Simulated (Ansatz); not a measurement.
CF4 (tetrafluoromethane): entropy by statistical mechanics

A singlet with charge 0, relaxed at HF/6-31G* (Cartesian functions) (Ansatz 0.2.0):

```xyz
5

F    -0.8395    0.0248    0.9772
C     0.0100   -0.0147   -0.0083
F     1.1434   -0.4953    0.4148
F    -0.4582   -0.7765   -0.9544
F     0.1943    1.1880   -0.4709
```

Harmonic wavenumbers in cm⁻¹: 473, 473, 683, 683, 683, 1004, 1472, 1472, 1472.

Masses in u: F 18.998, C 12.011. Take T = 298.15 K, p = 1 bar, R = 8.3145 J/(mol K), kT/hc = 207.22 cm⁻¹, rigid rotor and harmonic oscillator.

**Question.** Work out S° at 298 K.

**Answer.** 
1. Translation (Sackur–Tetrode): S = R[3/2 ln M + 5/2 ln T − 1.1517] with M = 88.003 gives 164.7 J/(mol K).
2. Rotation: principal moments 85.845, 85.847, 85.849 u Å² give A, B, C = 0.1964, 0.1964, 0.1964 cm⁻¹; the symmetry number is σ = 12; q = (√π/σ)√((kT/hc)³/ABC) = 5062; S = R(ln q + 3/2) = 83.4.
3. Vibration: with u = ν̃/207.22, each mode gives R[u/(eᵘ − 1) − ln(1 − e⁻ᵘ)]; the sum is 10.8, most from 473 cm⁻¹ (3.1), 473 cm⁻¹ (3.1), 683 cm⁻¹ (1.4).
4. Electronic: R ln 1 = 0.0, from the spin multiplicity alone.
5. Sum: 164.7 + 83.4 + 10.8 + 0.0 = 258.9 J/(mol K).

The tabulated value is 261.6 J/(mol K) (CRC Handbook of Chemistry and Physics): the model is off by -2.7.
